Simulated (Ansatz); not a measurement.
```xyz
3

O     0.0235   -0.0448   -0.1166
H    -0.0393    0.7856    0.5437
H     0.0795   -0.7156    0.5058
```

RHF on singlet H2O was run in several spherical basis sets with Ansatz (development build ahead of 0.2.0).

Task: Rank the basis sets by the total energy that they give, lowest first, with the distance from the lowest.
A. STO-3G
B. cc-pVDZ
C. 6-31G
D. def2-SVP
E. aug-cc-pVDZ

Result: E (0.00 eV), B (0.38 eV), C (1.57 eV), D (2.18 eV), A (29.26 eV).

Totals follow the description of the cores as much as that of the bonds, so this order isn't one of quality for chemistry.
